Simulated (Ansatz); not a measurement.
# BH (SMILES [BH]) at 6 levels

Aim: a comparison of 6 runs (UHF/3-21G, UHF/def2-TZVP, wB97X/3-21G, BHLYP/def2-TZVP, BCCD(T)/def2-TZVP, CCSD(T)/3-21G) of BH. 

The calculation is run with Ansatz 0.2.0.

60 further runs of the same task are left out: 60 set aside as unsound or not needed.

**1. The molecule**

The species is BH (2 atoms), meant as a singlet with charge 0. SMILES: `[BH]`. The H2–B1 distance was set to 2.465 Å, away from the relaxed value.

**2. The energy at UHF/3-21G (run 1)**

The input, in.yaml:

```yaml
crystal:
  periodic: [false, false, false]
  atoms:
    - {symbol: B, position_ang: [0.000000, 0.000000, -1.232400]}
    - {symbol: H, position_ang: [0.000000, 0.000000, 1.232400]}
basis:
  gaussian:
    orbitals: 3-21G.json
accuracy: high
hamiltonian:
  xc: hf
magnetization:
  spin_polarized: true
```

The basis set 3-21G is read from a file made from the Basis Set Exchange's data (not shown).

Run with:

```
$ ansatz run in.yaml --threads 1 --pin off --max-ram 2610MiB --events-out events.jsonl --progress --plain --runs-dir runs
```

The log of the run:

```text
Warning: RAYON_NUM_THREADS=1 ignored (pool sized by the plan → 1); use --threads N
Functional definition: HF
  name "HF"
  exchange = exact_x
  correlation = 0
209 factors; integrals over basis functions are off by at most 1.1e-8 eV
mean field evaluation 1: about -674.1021 eV, gradient 9.3e0 eV
mean field evaluation 2: about -674.1027 eV, gradient 9.3e0 eV
mean field evaluation 4: about -676.0839 eV, gradient 7.0e-1 eV
mean field evaluation 8: about -676.0889 eV, gradient 5.1e-4 eV
mean field evaluation 16: about -676.0898 eV, gradient 3.3e-1 eV
mean field evaluation 32: about -676.8441 eV, gradient 2.7e0 eV
mean field evaluation 64: about -677.1411 eV, gradient 3.3e-1 eV
mean field evaluation 96: about -677.2579 eV, gradient 2.4e0 eV
mean field evaluation 128: about -677.1583 eV, gradient 1.9e-1 eV
mean field -677.34417166 eV, -24.8919391882 hartree, gradient 2.4e-8 eV, S^2 0.828779; 8 other end points of the search recorded, 0 dependent functions left out
reference -677.34417166 eV, -24.8919391882 hartree; 3, 3 occupied and 8, 8 virtual orbitals, 209 factors
Total energy: -677.34417166 eV, -24.8919391882 hartree
```

Wall time 0.12 s (1 thread of Arm Neoverse V1, shared host).

**3. A single-point energy at UHF/def2-TZVP (run 2)**

The input, in.yaml:

```yaml
basis:
  gaussian:
    orbitals: def2-TZVP
crystal:
  periodic: [false, false, false]
  atoms:
    - {symbol: B, position_ang: [0.000000, 0.000000, -1.232400]}
    - {symbol: H, position_ang: [0.000000, 0.000000, 1.232400]}
magnetization:
  spin_polarized: true
  initial_magnetization: 0
hamiltonian:
  xc: hf
accuracy: high
```

Run with:

```
$ ansatz run in.yaml --threads 1 --pin off --max-ram 2610MiB --events-out events.jsonl --progress --plain --runs-dir runs
```

The log of the run:

```text
Warning: RAYON_NUM_THREADS=1 ignored (pool sized by the plan → 1); use --threads N
Functional definition: HF
  name "HF"
  exchange = exact_x
  correlation = 0
465 factors; integrals over basis functions are off by at most 5.4e-9 eV
mean field evaluation 1: about -678.6625 eV, gradient 8.3e0 eV
mean field evaluation 2: about -678.6627 eV, gradient 8.3e0 eV
mean field evaluation 4: about -680.1975 eV, gradient 8.9e-1 eV
mean field evaluation 8: about -680.2114 eV, gradient 9.2e-4 eV
mean field evaluation 16: about -680.2292 eV, gradient 4.6e-1 eV
mean field evaluation 32: about -680.8459 eV, gradient 4.1e0 eV
mean field evaluation 64: about -681.1250 eV, gradient 1.7e-1 eV
mean field evaluation 96: about -675.0792 eV, gradient 5.9e0 eV
mean field evaluation 128: about -681.1872 eV, gradient 1.9e0 eV
mean field -681.30647639 eV, -25.0375512012 hartree, gradient 2.5e-8 eV, S^2 0.832484; 7 other end points of the search recorded, 0 dependent functions left out
reference -681.30647639 eV, -25.0375512012 hartree; 3, 3 occupied and 34, 34 virtual orbitals, 465 factors
Total energy: -681.30647639 eV, -25.0375512012 hartree
```

Wall time 0.32 s (1 thread of Arm Neoverse V1, shared host).

Runs 3 to 5 aren't shown in full; the table further down has their settings and results.

**4. A single-point energy at CCSD(T)/3-21G (run 6)**

The input, in.yaml:

```yaml
basis:
  gaussian:
    orbitals: 3-21G.json
crystal:
  periodic: [false, false, false]
  atoms:
    - {symbol: B, position_ang: [0.000000, 0.000000, -1.232400]}
    - {symbol: H, position_ang: [0.000000, 0.000000, 1.232400]}
correlation:
  method: ccsd_t
  frozen_orbitals: {B: 1, H: 0}
accuracy: high
scf:
  omitted_lower_state_checks: [cluster_reference, increment]
```

The basis set 3-21G is read from a file made from the Basis Set Exchange's data (not shown).

Run with:

```
$ ansatz run in.yaml --threads 1 --pin off --max-ram 2610MiB --events-out events.jsonl --progress --plain --runs-dir runs
```

The log of the run, cut to the lines that bear on the results:

```text
Warning: RAYON_NUM_THREADS=1 ignored (pool sized by the plan → 1); use --threads N
Functional definition: HF
  name "HF"
[...]
209 factors; integrals over basis functions are off by at most 1.1e-8 eV
[...]
mean field -676.08894412 eV, -24.8458104270 hartree, gradient 6.9e-8 eV, S^2 0.000000; 0 other end points of the search recorded, 0 dependent functions left out; unrestricted orbitals would lower it
1 core orbitals not correlated: weight in the atoms' cores, before any rotation towards them, 1.000 or more for the frozen orbitals, at most 0.000 for the correlated occupied ones
reference -676.08894412 eV, -24.8458104270 hartree; 2, 2 occupied and 8, 8 virtual orbitals, 209 factors
second order -1.58099912 eV of doubles, -0.00000000 eV of singles
cycle   1  -2.08349809 eV  change   -6.2e-1 eV  update   1.2e-1
[...]
cycle  23  -2.87781905 eV  change  -3.0e-10 eV  update  3.1e-10
perturbative correction -0.05576857 eV, -0.0020494572 hartree
WARN: these amplitudes may be one of several solutions (largest doubles amplitude 0.42, level shift 1.08 eV)
Total energy: -679.02253174 eV, -24.9536177836 hartree
Checks for a lower state left out: cluster_reference, increment
```

It took 0.12 s on 1 thread of Arm Neoverse V1, shared host.

**5. All runs side by side**

| run | level | frozen core orbitals | energy (Eh) | wall time |
| --- | --- | --- | --- | --- |
| 1 | UHF/3-21G | – | -24.891939 | 0.12 s |
| 2 | UHF/def2-TZVP | – | -25.037551 | 0.32 s |
| 3 | wB97X/3-21G | – | -25.010074 | 1.1 s |
| 4 | BHLYP/def2-TZVP | – | -25.159083 | 0.5 s |
| 5 | BCCD(T)/def2-TZVP | 1 | -25.125637 | 0.4 s |
| 6 | CCSD(T)/3-21G | 1 | -24.953618 | 0.12 s |

**6. What came out**

```
                                         quantity         value
                              run 6: total energy  -24.95362 Eh
run 6: correlation energy (1 core orbital frozen)    -107.8 mEh
                            run 6: (T) correction     -2.05 mEh
                             run 6: T1 diagnostic         0.052
```

What this shows: Totals of different functionals can't be ranked against each other. In run 6 the T1 diagnostic is large, so a single reference may not serve. In runs 5, 6 the log says that unrestricted orbitals would lower the reference, so the values rest on an unstable closed-shell determinant (other closed-shell runs at this shape may share the fault). Spin contamination of the reference: run 2 ⟨S²⟩ = 0.83, run 1 ⟨S²⟩ = 0.83. Where it is this large, the reference is a mixture of spin states, and values that rest on it are in doubt. All runs together took 2.5 s, the longest 1.1 s.
